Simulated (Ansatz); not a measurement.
Process, species as SMILES: N#P (N-P) + 3 [H][H] (H2) → N (NH3) + P (PH3)
B3LYP-D3(BJ)/def2-TZVP geometries, fixed; electronic energies without zero-point terms.

Core correlation in the energy of full hydrogenation at MP2 with Ansatz (a program for electronic structure), in kcal/mol: frozen core against 1s of Al to Cl frozen alone. Core-valence sets carry the plain set on hydrogen. A restricted Hartree-Fock determinant is unstable towards unrestricted orbitals.

| basis | functions, most | frozen core | 1s of Al to Cl frozen alone | core term (second minus first) |
|---|---|---|---|---|
| cc-pV(D+d)Z | 38 | -54.60 | -55.15 | -0.55 |
| cc-pCVDZ | 45 | -55.42 | -55.83 | -0.41 |
| cc-pV(T+d)Z | 81 | -57.58 | -60.26 | -2.68 |
| cc-pCVTZ | 102 | -57.43 | -57.41 | 0.02 |
| cc-pwCVTZ | 102 | -57.04 | -56.82 | 0.21 |
| cc-pV(Q+d)Z | 154 | -58.76 | -59.68 | -0.92 |
| cc-pCVQZ | 199 | -58.57 | -58.33 | 0.25 |
| cc-pwCVQZ | 199 | -58.43 | -58.11 | 0.32 |

The largest core-valence set, cc-pwCVQZ, gives a core term of 0.32 kcal/mol; the valence set cc-pV(Q+d)Z, which lacks functions for the core, gives -0.92.
